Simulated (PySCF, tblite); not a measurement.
Q: Give a GFN2-xTB geometry of ketenimine (`C=C=N`).

A: 
```
atom  x, y, z in Å
C1    -0.9703   -0.0317    0.0754
C2     0.3094    0.0050   -0.1123
N3     1.4651    0.0243   -0.4775
H4    -1.5548    0.8688    0.0976
H5    -1.4830   -0.9633    0.2242
H6     2.2367    0.0989    0.1709
```

Orientation and origin are arbitrary. Atoms count from 1 in this order. 

Bonds between heavy atoms (Å): C1=C2 1.294, C2=N3 1.212.

Structure optimised with GFN2-xTB, isolated species.

Point group: Cs (tolerance 0.08 Å). Its GFN2-xTB frequencies are all real (lowest 361 cm⁻¹).

These are computed values.

---

Problem. What does the PBE0-D3(BJ)/def2-TZVP structure of InChI=1S/C3H7Cl/c1-3(2)4/h3H,1-2H3 look like in three dimensions?

Solution. 
Z-matrix in Å and degrees, rows numbered from 1:
```
C 
C   1  1.5101
C   2  1.5105  1  113.31
Cl  2  1.8043  1  109.22  3   121.97
H   1  1.0902  2  111.30  3  -179.30
H   1  1.0939  2  109.54  3    60.70
H   1  1.0920  2  110.57  3   -58.65
H   2  1.0911  1  110.27  3  -124.10
H   3  1.0937  2  109.54  1   -60.76
H   3  1.0902  2  111.27  1   179.23
H   3  1.0919  2  110.56  1    58.64
```

The calculation used PBE0-D3(BJ)/def2-TZVP geometry optimisation, gas phase in PySCF.

Point group: Cs (every atom within 0.08 Å of its image). No PBE0-D3(BJ)/def2-TZVP frequencies stand behind this structure, so it isn't proved a minimum.

---

**Question.** Give a PBE0-D3(BJ)/def2-SVP geometry of `FC(Cl)Cl`.

**Answer.** 
```
atom  x, y, z in Å
F1    -0.2574    0.9584   -0.7860
C2    -0.2085   -0.0682    0.0624
Cl3    1.2540   -1.0124   -0.2302
Cl4   -1.6625   -1.0558   -0.1160
H5    -0.1743    0.3010    1.0960
```

Any rigid rotation of these coordinates is as good. Atoms count from 1 in this order. 

Bonds between heavy atoms (Å): F1–C2 1.333, C2–Cl3 1.765, C2–Cl4 1.767.

Level of theory: PBE0-D3(BJ)/def2-SVP geometry optimisation, gas phase in PySCF.

Point group: Cs (every atom within 0.08 Å of its image). Not checked by PBE0-D3(BJ)/def2-SVP frequencies.
